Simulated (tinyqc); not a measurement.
Inside a calculation (part 2 of 3). Method: UHF in the sto-3g basis, for H2O, spin multiplicity 1. Computed by tinyqc, a small Python program that keeps every step (integrals from PySCF). Command: `OMP_NUM_THREADS=1 python tinyqc.py 24139 24140 out.jsonl` (the two numbers bound the seeds that draw the settings). One thread of a shared host (Intel(R) Xeon(R) Processor @ 2.60GHz), about 0.1 s of CPU time with the checks.

Geometry (angstrom):
```
atom       x        y       z
O     0.0000   0.0000  0.0000
H     0.0000   0.8080  0.5880
H     0.0000  -0.8080  0.5880
```

## Iteration 2: building the Fock matrix

D(alpha) after iteration 1:
```
          1O 1s    1O 2s   1O 2px   1O 2py   1O 2pz    2H 1s    3H 1s
1O 1s    1.0607  -0.2645   0.0000   0.0000   0.0092   0.0142   0.0142
1O 2s   -0.2645   1.1683   0.0000   0.0000  -0.0487  -0.0929  -0.0929
1O 2px   0.0000   0.0000   0.7000  -0.2689   0.0000   0.3845  -0.3845
1O 2py   0.0000   0.0000  -0.2689   0.9314   0.0000  -0.1033   0.1033
1O 2pz   0.0092  -0.0487   0.0000   0.0000   0.8895   0.0508   0.0508
2H 1s    0.0142  -0.0929   0.3845  -0.1033   0.0508   0.3674  -0.2647
3H 1s    0.0142  -0.0929  -0.3845   0.1033   0.0508  -0.2647   0.3674
```

D(beta) after iteration 1:
```
          1O 1s    1O 2s   1O 2px   1O 2py   1O 2pz    2H 1s    3H 1s
1O 1s    1.0607  -0.2645   0.0000   0.0000   0.0092   0.0142   0.0142
1O 2s   -0.2645   1.1683   0.0000   0.0000  -0.0487  -0.0929  -0.0929
1O 2px   0.0000   0.0000   0.7000   0.2689   0.0000  -0.3845   0.3845
1O 2py   0.0000   0.0000   0.2689   0.9314   0.0000  -0.1033   0.1033
1O 2pz   0.0092  -0.0487   0.0000   0.0000   0.8895   0.0508   0.0508
2H 1s    0.0142  -0.0929  -0.3845  -0.1033   0.0508   0.3674  -0.2647
3H 1s    0.0142  -0.0929   0.3845   0.1033   0.0508  -0.2647   0.3674
```

core Hamiltonian H = T + V (hartree):
```
           1O 1s    1O 2s   1O 2px   1O 2py   1O 2pz    2H 1s    3H 1s
1O 1s   -32.6743  -7.6018   0.0000   0.0000  -0.0168  -1.5808  -1.5808
1O 2s    -7.6018  -9.2922   0.0000   0.0000  -0.2000  -3.4747  -3.4747
1O 2px    0.0000   0.0000  -7.4227   0.0000   0.0000   0.0000   0.0000
1O 2py    0.0000   0.0000   0.0000  -7.5709   0.0000  -1.9698   1.9698
1O 2pz   -0.0168  -0.2000   0.0000   0.0000  -7.5012  -1.4934  -1.4934
2H 1s    -1.5808  -3.4747   0.0000  -1.9698  -1.4934  -4.8991  -1.3620
3H 1s    -1.5808  -3.4747   0.0000   1.9698  -1.4934  -1.3620  -4.8991
```

nuclear repulsion = 8.800196 hartree

Given earlier and not repeated: Two-electron integrals (ij|kl) in chemists' order.

J_ij = sum D_kl (ij|kl) with D = D(alpha) + D(beta), K_ij = sum D_kl (ik|jl) for each spin; F = H + J - K(s); E = tr D H + tr D J / 2 - 0.5 sum_s tr D(s) K(s) + E_nn.

Coulomb J (hartree):
```
          1O 1s   1O 2s  1O 2px   1O 2py  1O 2pz   2H 1s    3H 1s
1O 1s   17.8400  3.3772  0.0000   0.0000  0.0013  0.7013   0.7013
1O 2s    3.3772  8.3962  0.0000   0.0000  0.0430  3.1172   3.1172
1O 2px   0.0000  0.0000  8.3442   0.0000  0.0000  0.0000   0.0000
1O 2py   0.0000  0.0000  0.0000   8.4174  0.0000  1.9442  -1.9442
1O 2pz   0.0013  0.0430  0.0000   0.0000  8.4035  1.4302   1.4302
2H 1s    0.7013  3.1172  0.0000   1.9442  1.4302  4.9928   1.2284
3H 1s    0.7013  3.1172  0.0000  -1.9442  1.4302  1.2284   4.9928
```

exchange K(alpha) (hartree):
```
         1O 1s    1O 2s   1O 2px   1O 2py   1O 2pz   2H 1s    3H 1s
1O 1s   4.9044   0.8380   0.0000   0.0000   0.0014  0.1817   0.1817
1O 2s   0.8380   1.3434   0.0000   0.0000  -0.0181  0.4905   0.4905
1O 2px  0.0000   0.0000   0.9045  -0.0762   0.0000  0.0847  -0.0847
1O 2py  0.0000   0.0000  -0.0762   1.0845   0.0000  0.2818  -0.2818
1O 2pz  0.0014  -0.0181   0.0000   0.0000   1.0996  0.2122   0.2122
2H 1s   0.1817   0.4905   0.0847   0.2818   0.2122  0.4717   0.1352
3H 1s   0.1817   0.4905  -0.0847  -0.2818   0.2122  0.1352   0.4717
```

exchange K(beta) (hartree):
```
         1O 1s    1O 2s   1O 2px   1O 2py   1O 2pz    2H 1s    3H 1s
1O 1s   4.9044   0.8380   0.0000   0.0000   0.0014   0.1817   0.1817
1O 2s   0.8380   1.3434   0.0000   0.0000  -0.0181   0.4905   0.4905
1O 2px  0.0000   0.0000   0.9045   0.0762   0.0000  -0.0847   0.0847
1O 2py  0.0000   0.0000   0.0762   1.0845   0.0000   0.2818  -0.2818
1O 2pz  0.0014  -0.0181   0.0000   0.0000   1.0996   0.2122   0.2122
2H 1s   0.1817   0.4905  -0.0847   0.2818   0.2122   0.4717   0.1352
3H 1s   0.1817   0.4905   0.0847  -0.2818   0.2122   0.1352   0.4717
```

F(alpha) (hartree):
```
           1O 1s    1O 2s   1O 2px   1O 2py   1O 2pz    2H 1s    3H 1s
1O 1s   -19.7388  -5.0626   0.0000   0.0000  -0.0168  -1.0611  -1.0611
1O 2s    -5.0626  -2.2393   0.0000   0.0000  -0.1389  -0.8480  -0.8480
1O 2px    0.0000   0.0000   0.0169   0.0762   0.0000  -0.0847   0.0847
1O 2py    0.0000   0.0000   0.0762  -0.2381   0.0000  -0.3074   0.3074
1O 2pz   -0.0168  -0.1389   0.0000   0.0000  -0.1973  -0.2754  -0.2754
2H 1s    -1.0611  -0.8480  -0.0847  -0.3074  -0.2754  -0.3780  -0.2688
3H 1s    -1.0611  -0.8480   0.0847   0.3074  -0.2754  -0.2688  -0.3780
```

F(beta) (hartree):
```
           1O 1s    1O 2s   1O 2px   1O 2py   1O 2pz    2H 1s    3H 1s
1O 1s   -19.7388  -5.0626   0.0000   0.0000  -0.0168  -1.0611  -1.0611
1O 2s    -5.0626  -2.2393   0.0000   0.0000  -0.1389  -0.8480  -0.8480
1O 2px    0.0000   0.0000   0.0169  -0.0762   0.0000   0.0847  -0.0847
1O 2py    0.0000   0.0000  -0.0762  -0.2381   0.0000  -0.3074   0.3074
1O 2pz   -0.0168  -0.1389   0.0000   0.0000  -0.1973  -0.2754  -0.2754
2H 1s    -1.0611  -0.8480   0.0847  -0.3074  -0.2754  -0.3780  -0.2688
3H 1s    -1.0611  -0.8480  -0.0847   0.3074  -0.2754  -0.2688  -0.3780
```

total energy of this density = -73.990365 hartree

This density is a damped mixture and is not idempotent.

## Iteration 2: DIIS over 2 matrices

error matrix X^T (FDS - SDF) X (alpha):
```
         1        2        3        4        5        6        7
1   0.0000   0.0111   0.0000   0.0000   0.0021  -0.0544  -0.0544
2  -0.0111   0.0000   0.0000   0.0000   0.0184   0.1578   0.1578
3   0.0000   0.0000   0.0000   0.1864   0.0000  -0.0352   0.0352
4   0.0000   0.0000  -0.1864   0.0000   0.0000   0.1415  -0.1415
5  -0.0021  -0.0184   0.0000   0.0000   0.0000   0.1368   0.1368
6   0.0544  -0.1578   0.0352  -0.1415  -0.1368   0.0000   0.0000
7   0.0544  -0.1578  -0.0352   0.1415  -0.1368   0.0000   0.0000
```

B (overlaps of the stored error matrices):
```
               1              2
1  1.4106598e+00  9.4861316e-01
2  9.4861316e-01  6.8355447e-01
```

Minimise |sum c_i e_i|^2 with sum c_i = 1: solve [B -1; -1 0][c; lambda] = [0; -1] with B_ij = tr e_i^T e_j summed over both spins, and take F = sum c_i F_i.

DIIS coefficients: -1.3456  2.3456

extrapolated F(alpha) (hartree):
```
           1O 1s    1O 2s   1O 2px   1O 2py   1O 2pz    2H 1s    3H 1s
1O 1s   -20.2261  -5.1609   0.0000   0.0000  -0.0276  -1.0814  -1.0814
1O 2s    -5.1609  -2.4316   0.0000   0.0000  -0.1131  -0.9558  -0.9558
1O 2px    0.0000   0.0000  -0.2913   0.2048   0.0000  -0.0338   0.0338
1O 2py    0.0000   0.0000   0.2048  -0.3521   0.0000  -0.3925   0.3925
1O 2pz   -0.0276  -0.1131   0.0000   0.0000  -0.3419  -0.3531  -0.3531
2H 1s    -1.0814  -0.9558  -0.0338  -0.3925  -0.3531  -0.5180  -0.3302
3H 1s    -1.0814  -0.9558   0.0338   0.3925  -0.3531  -0.3302  -0.5180
```

extrapolated F(beta) (hartree):
```
           1O 1s    1O 2s   1O 2px   1O 2py   1O 2pz    2H 1s    3H 1s
1O 1s   -20.2261  -5.1609   0.0000   0.0000  -0.0276  -1.0814  -1.0814
1O 2s    -5.1609  -2.4316   0.0000   0.0000  -0.1131  -0.9558  -0.9558
1O 2px    0.0000   0.0000  -0.2913  -0.2048   0.0000   0.0338  -0.0338
1O 2py    0.0000   0.0000  -0.2048  -0.3521   0.0000  -0.3925   0.3925
1O 2pz   -0.0276  -0.1131   0.0000   0.0000  -0.3419  -0.3531  -0.3531
2H 1s    -1.0814  -0.9558   0.0338  -0.3925  -0.3531  -0.5180  -0.3302
3H 1s    -1.0814  -0.9558  -0.0338   0.3925  -0.3531  -0.3302  -0.5180
```

## Iteration 2: diagonalisation and new density

X:
```
          1O 1s    1O 2s  1O 2px   1O 2py   1O 2pz    2H 1s    3H 1s
1O 1s    1.0240  -0.1414  0.0000   0.0000  -0.0091   0.0213   0.0213
1O 2s   -0.1414   1.2173  0.0000   0.0000   0.0952  -0.2733  -0.2733
1O 2px   0.0000   0.0000  1.0000   0.0000   0.0000   0.0000   0.0000
1O 2py   0.0000   0.0000  0.0000   1.1045   0.0000  -0.2173   0.2173
1O 2pz  -0.0091   0.0952  0.0000   0.0000   1.0464  -0.1335  -0.1335
2H 1s    0.0213  -0.2733  0.0000  -0.2173  -0.1335   1.1820  -0.0765
3H 1s    0.0213  -0.2733  0.0000   0.2173  -0.1335  -0.0765   1.1820
```

overlap S:
```
         1O 1s   1O 2s  1O 2px   1O 2py  1O 2pz   2H 1s    3H 1s
1O 1s   1.0000  0.2367  0.0000   0.0000  0.0000  0.0488   0.0488
1O 2s   0.2367  1.0000  0.0000   0.0000  0.0000  0.4476   0.4476
1O 2px  0.0000  0.0000  1.0000   0.0000  0.0000  0.0000   0.0000
1O 2py  0.0000  0.0000  0.0000   1.0000  0.0000  0.3060  -0.3060
1O 2pz  0.0000  0.0000  0.0000   0.0000  1.0000  0.2227   0.2227
2H 1s   0.0488  0.4476  0.0000   0.3060  0.2227  1.0000   0.2169
3H 1s   0.0488  0.4476  0.0000  -0.3060  0.2227  0.2169   1.0000
```

Diagonalise F' = X^T F X, C = X C', fill 5 alpha and 5 beta electrons from the bottom; D(s) = C_occ C_occ^T; the new density keeps 0.5 of the old one (damping). Each column has its largest component positive (the first on a tie).

F' = X^T F X (alpha) (hartree):
```
          1        2        3        4        5        6        7
1  -19.8476  -2.6938   0.0000   0.0000  -0.0538  -0.1535  -0.1535
2   -2.6938  -1.2449   0.0000   0.0000   0.1071  -0.4924  -0.4924
3    0.0000   0.0000  -0.2913   0.2408   0.0000  -0.0870   0.0870
4    0.0000   0.0000   0.2408  -0.0704   0.0000  -0.4468   0.4468
5   -0.0538   0.1071   0.0000   0.0000  -0.2006  -0.3243  -0.3243
6   -0.1535  -0.4924  -0.0870  -0.4468  -0.3243   0.0170  -0.0818
7   -0.1535  -0.4924   0.0870   0.4468  -0.3243  -0.0818   0.0170
```

orbital energies (alpha) (hartree): MO1 -20.2348, MO2 -1.2500, MO3 -0.6551, MO4 -0.4520, MO5 -0.3227, MO6 0.5788, MO7 0.7148

coefficients C (alpha):
```
            MO1      MO2      MO3      MO4      MO5      MO6      MO7
1O 1s    0.9942  -0.2339   0.0000   0.1004   0.0000  -0.1281   0.0000
1O 2s    0.0258   0.8457   0.0000  -0.5150   0.0000   0.8241   0.0000
1O 2px   0.0000   0.0000  -0.3022   0.0000   0.9215   0.0000   0.2439
1O 2py   0.0000   0.0000   0.6539   0.0000  -0.0346   0.0000   0.9410
1O 2pz   0.0039   0.1241   0.0000   0.7839   0.0000   0.7139   0.0000
2H 1s   -0.0056   0.1572   0.3548   0.2808   0.3229  -0.7749  -0.7804
3H 1s   -0.0056   0.1572  -0.3548   0.2808  -0.3229  -0.7749   0.7804
```

F' = X^T F X (beta) (hartree):
```
          1        2        3        4        5        6        7
1  -19.8476  -2.6938   0.0000   0.0000  -0.0538  -0.1535  -0.1535
2   -2.6938  -1.2449   0.0000   0.0000   0.1071  -0.4924  -0.4924
3    0.0000   0.0000  -0.2913  -0.2408   0.0000   0.0870  -0.0870
4    0.0000   0.0000  -0.2408  -0.0704   0.0000  -0.4468   0.4468
5   -0.0538   0.1071   0.0000   0.0000  -0.2006  -0.3243  -0.3243
6   -0.1535  -0.4924   0.0870  -0.4468  -0.3243   0.0170  -0.0818
7   -0.1535  -0.4924  -0.0870   0.4468  -0.3243  -0.0818   0.0170
```

orbital energies (beta) (hartree): MO1 -20.2348, MO2 -1.2500, MO3 -0.6551, MO4 -0.4520, MO5 -0.3227, MO6 0.5788, MO7 0.7148

coefficients C (beta):
```
            MO1      MO2      MO3      MO4      MO5      MO6      MO7
1O 1s    0.9942  -0.2339   0.0000   0.1004   0.0000  -0.1281   0.0000
1O 2s    0.0258   0.8457   0.0000  -0.5150   0.0000   0.8241   0.0000
1O 2px   0.0000   0.0000   0.3022   0.0000   0.9215   0.0000  -0.2439
1O 2py   0.0000   0.0000   0.6539   0.0000   0.0346   0.0000   0.9410
1O 2pz   0.0039   0.1241   0.0000   0.7839   0.0000   0.7139   0.0000
2H 1s   -0.0056   0.1572   0.3548   0.2808  -0.3229  -0.7749  -0.7804
3H 1s   -0.0056   0.1572  -0.3548   0.2808   0.3229  -0.7749   0.7804
```

D(alpha) after iteration 2:
```
          1O 1s    1O 2s   1O 2px   1O 2py   1O 2pz    2H 1s    3H 1s
1O 1s    1.0570  -0.2442   0.0000   0.0000   0.0314   0.0001   0.0001
1O 2s   -0.2442   1.0747   0.0000   0.0000  -0.1737  -0.0524  -0.0524
1O 2px   0.0000   0.0000   0.8203  -0.2492   0.0000   0.2874  -0.2874
1O 2py   0.0000   0.0000  -0.2492   0.6801   0.0000   0.0587  -0.0587
1O 2pz   0.0314  -0.1737   0.0000   0.0000   0.7597   0.1452   0.1452
2H 1s    0.0001  -0.0524   0.2874   0.0587   0.1452   0.3506  -0.1956
3H 1s    0.0001  -0.0524  -0.2874  -0.0587   0.1452  -0.1956   0.3506
```

D(beta) after iteration 2:
```
          1O 1s    1O 2s   1O 2px   1O 2py   1O 2pz    2H 1s    3H 1s
1O 1s    1.0570  -0.2442   0.0000   0.0000   0.0314   0.0001   0.0001
1O 2s   -0.2442   1.0747   0.0000   0.0000  -0.1737  -0.0524  -0.0524
1O 2px   0.0000   0.0000   0.8203   0.2492   0.0000  -0.2874   0.2874
1O 2py   0.0000   0.0000   0.2492   0.6801   0.0000   0.0587  -0.0587
1O 2pz   0.0314  -0.1737   0.0000   0.0000   0.7597   0.1452   0.1452
2H 1s    0.0001  -0.0524  -0.2874   0.0587   0.1452   0.3506  -0.1956
3H 1s    0.0001  -0.0524   0.2874  -0.0587   0.1452  -0.1956   0.3506
```

## Iteration 30 (converged): orbitals

converged F(alpha) (hartree):
```
           1O 1s    1O 2s   1O 2px   1O 2py   1O 2pz    2H 1s    3H 1s
1O 1s   -20.2334  -5.1621   0.0000   0.0000  -0.0281  -1.0822  -1.0822
1O 2s    -5.1621  -2.4300   0.0000   0.0000  -0.1056  -0.9519  -0.9519
1O 2px    0.0000   0.0000  -0.3862   0.0000   0.0000   0.0000   0.0000
1O 2py    0.0000   0.0000   0.0000  -0.2917   0.0000  -0.3922   0.3922
1O 2pz   -0.0281  -0.1056   0.0000   0.0000  -0.3234  -0.3421  -0.3421
2H 1s    -1.0822  -0.9519   0.0000  -0.3922  -0.3421  -0.5218  -0.3313
3H 1s    -1.0822  -0.9519   0.0000   0.3922  -0.3421  -0.3313  -0.5218
```

converged F(beta) (hartree):
```
           1O 1s    1O 2s   1O 2px   1O 2py   1O 2pz    2H 1s    3H 1s
1O 1s   -20.2334  -5.1621   0.0000   0.0000  -0.0281  -1.0822  -1.0822
1O 2s    -5.1621  -2.4300   0.0000   0.0000  -0.1056  -0.9519  -0.9519
1O 2px    0.0000   0.0000  -0.3862   0.0000   0.0000   0.0000   0.0000
1O 2py    0.0000   0.0000   0.0000  -0.2917   0.0000  -0.3922   0.3922
1O 2pz   -0.0281  -0.1056   0.0000   0.0000  -0.3234  -0.3421  -0.3421
2H 1s    -1.0822  -0.9519   0.0000  -0.3922  -0.3421  -0.5218  -0.3313
3H 1s    -1.0822  -0.9519   0.0000   0.3922  -0.3421  -0.3313  -0.5218
```

Diagonalise F' = X^T F X, C = X C', fill 5 alpha and 5 beta electrons from the bottom; D(s) = C_occ C_occ^T. Each column has its largest component positive (the first on a tie).

F' = X^T F X (alpha) (hartree):
```
          1        2        3        4        5        6        7
1  -19.8550  -2.6937   0.0000   0.0000  -0.0547  -0.1548  -0.1548
2   -2.6937  -1.2476   0.0000   0.0000   0.1104  -0.4853  -0.4853
3    0.0000   0.0000  -0.3862   0.0000   0.0000   0.0000   0.0000
4    0.0000   0.0000   0.0000   0.0028   0.0000  -0.4601   0.4601
5   -0.0547   0.1104   0.0000   0.0000  -0.1854  -0.3147  -0.3147
6   -0.1548  -0.4853   0.0000  -0.4601  -0.3147   0.0099  -0.0899
7   -0.1548  -0.4853   0.0000   0.4601  -0.3147  -0.0899   0.0099
```

orbital energies (alpha) (hartree): MO1 -20.2421, MO2 -1.2442, MO3 -0.6011, MO4 -0.4397, MO5 -0.3862, MO6 0.5579, MO7 0.7037

coefficients C (alpha):
```
            MO1      MO2      MO3      MO4     MO5      MO6      MO7
1O 1s    0.9942  -0.2347   0.0000   0.0988  0.0000  -0.1278   0.0000
1O 2s    0.0258   0.8496   0.0000  -0.5128  0.0000   0.8215   0.0000
1O 2px   0.0000   0.0000   0.0000   0.0000  1.0000   0.0000   0.0000
1O 2py   0.0000   0.0000   0.6004   0.0000  0.0000   0.0000   0.9767
1O 2pz   0.0039   0.1123   0.0000   0.7782  0.0000   0.7221   0.0000
2H 1s   -0.0055   0.1560   0.4461   0.2905  0.0000  -0.7716  -0.8001
3H 1s   -0.0055   0.1560  -0.4461   0.2905  0.0000  -0.7716   0.8001
```

F' = X^T F X (beta) (hartree):
```
          1        2        3        4        5        6        7
1  -19.8550  -2.6937   0.0000   0.0000  -0.0547  -0.1548  -0.1548
2   -2.6937  -1.2476   0.0000   0.0000   0.1104  -0.4853  -0.4853
3    0.0000   0.0000  -0.3862   0.0000   0.0000   0.0000   0.0000
4    0.0000   0.0000   0.0000   0.0028   0.0000  -0.4601   0.4601
5   -0.0547   0.1104   0.0000   0.0000  -0.1854  -0.3147  -0.3147
6   -0.1548  -0.4853   0.0000  -0.4601  -0.3147   0.0099  -0.0899
7   -0.1548  -0.4853   0.0000   0.4601  -0.3147  -0.0899   0.0099
```

orbital energies (beta) (hartree): MO1 -20.2421, MO2 -1.2442, MO3 -0.6011, MO4 -0.4397, MO5 -0.3862, MO6 0.5579, MO7 0.7037

coefficients C (beta):
```
            MO1      MO2      MO3      MO4     MO5      MO6      MO7
1O 1s    0.9942  -0.2347   0.0000   0.0988  0.0000  -0.1278   0.0000
1O 2s    0.0258   0.8496   0.0000  -0.5128  0.0000   0.8215   0.0000
1O 2px   0.0000   0.0000   0.0000   0.0000  1.0000   0.0000   0.0000
1O 2py   0.0000   0.0000   0.6004   0.0000  0.0000   0.0000   0.9767
1O 2pz   0.0039   0.1123   0.0000   0.7782  0.0000   0.7221   0.0000
2H 1s   -0.0055   0.1560   0.4461   0.2905  0.0000  -0.7716  -0.8001
3H 1s   -0.0055   0.1560  -0.4461   0.2905  0.0000  -0.7716   0.8001
```

D(alpha) after iteration 30:
```
          1O 1s    1O 2s  1O 2px   1O 2py   1O 2pz    2H 1s    3H 1s
1O 1s    1.0533  -0.2245  0.0000   0.0000   0.0544  -0.0134  -0.0134
1O 2s   -0.2245   0.9854  0.0000   0.0000  -0.3035  -0.0166  -0.0166
1O 2px   0.0000   0.0000  1.0000   0.0000   0.0000   0.0000   0.0000
1O 2py   0.0000   0.0000  0.0000   0.3605   0.0000   0.2678  -0.2678
1O 2pz   0.0544  -0.3035  0.0000   0.0000   0.6182   0.2436   0.2436
2H 1s   -0.0134  -0.0166  0.0000   0.2678   0.2436   0.3078  -0.0902
3H 1s   -0.0134  -0.0166  0.0000  -0.2678   0.2436  -0.0902   0.3078
```

D(beta) after iteration 30:
```
          1O 1s    1O 2s  1O 2px   1O 2py   1O 2pz    2H 1s    3H 1s
1O 1s    1.0533  -0.2245  0.0000   0.0000   0.0544  -0.0134  -0.0134
1O 2s   -0.2245   0.9854  0.0000   0.0000  -0.3035  -0.0166  -0.0166
1O 2px   0.0000   0.0000  1.0000   0.0000   0.0000   0.0000   0.0000
1O 2py   0.0000   0.0000  0.0000   0.3605   0.0000   0.2678  -0.2678
1O 2pz   0.0544  -0.3035  0.0000   0.0000   0.6182   0.2436   0.2436
2H 1s   -0.0134  -0.0166  0.0000   0.2678   0.2436   0.3078  -0.0902
3H 1s   -0.0134  -0.0166  0.0000  -0.2678   0.2436  -0.0902   0.3078
```

## Convergence

Stop when the energy changes by less than 1e-08 hartree and every element of the error matrix X^T (F D S - S D F) X (for each spin) is below 3e-05.

Course of the cycle:
```
iteration  E (hartree)     change  largest element of the error matrix
1           -73.443651          -                             2.57e-01
2           -73.990365  -5.47e-01                             1.86e-01
3           -74.389790  -3.99e-01                             1.31e-01
4           -74.637986  -2.48e-01                             7.40e-02
5           -74.785217  -1.47e-01                             3.68e-02
6           -74.869680  -8.45e-02                             1.74e-02
7           -74.915223  -4.55e-02                             8.17e-03
8           -74.938807  -2.36e-02                             4.15e-03
9           -74.950756  -1.19e-02                             2.09e-03
10          -74.956771  -6.02e-03                             1.05e-03
11          -74.959789  -3.02e-03                             5.27e-04
12          -74.961301  -1.51e-03                             2.63e-04
13          -74.962057  -7.57e-04                             1.32e-04
14          -74.962436  -3.78e-04                             6.58e-05
...                ...        ...                                  ...
17          -74.962767  -4.73e-05                             8.23e-06
18          -74.962791  -2.37e-05                             4.11e-06
19          -74.962802  -1.18e-05                             2.06e-06
20          -74.962808  -5.92e-06                             1.03e-06
21          -74.962811  -2.96e-06                             5.14e-07
22          -74.962813  -1.48e-06                             2.57e-07
23          -74.962814  -7.39e-07                             1.29e-07
24          -74.962814  -3.70e-07                             6.43e-08
25          -74.962814  -1.85e-07                             3.21e-08
26          -74.962814  -9.24e-08                             1.61e-08
27          -74.962814  -4.62e-08                             8.04e-09
28          -74.962814  -2.31e-08                             4.02e-09
29          -74.962814  -1.16e-08                             2.01e-09
30          -74.962814  -5.78e-09                             1.00e-09
```

PySCF UHF in the same basis, after a stability check = -74.962814 hartree

Converged in 30 iterations.
